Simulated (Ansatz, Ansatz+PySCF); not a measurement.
```xyz
14

H    -0.0076   -0.0042    1.4787
C    -0.0040   -0.0047    0.3598
C     1.4627    0.0005   -0.0899
C    -0.7176    1.2556   -0.0930
C    -0.7303   -1.2580   -0.0851
H     1.5128   -0.0095   -1.1959
H     1.9939    0.8947    0.2765
H     1.9974   -0.8919    0.2766
H    -0.7671    1.3105   -1.1926
H    -1.7688    1.2718    0.2648
H    -0.2248    2.1681    0.2584
H    -0.7630   -1.3191   -1.1900
H    -0.2286   -2.1724    0.2775
H    -1.7728   -1.2871    0.2732
```

RHF-MP2 on singlet C4H10 was run in several spherical basis sets with Ansatz (development build ahead of 0.2.0). Frozen core: 4 orbitals.

(1) Rank the basis sets by the total energy that they give, lowest first, with the distance from the lowest.
A. cc-pVDZ
B. STO-3G
C. def2-SVP
D. 6-31G(d)

Results:

(1) A (0.00 eV), D (2.14 eV), C (3.30 eV), B (60.59 eV).

Totals follow the description of the cores as much as that of the bonds, so this order isn't one of quality for chemistry.
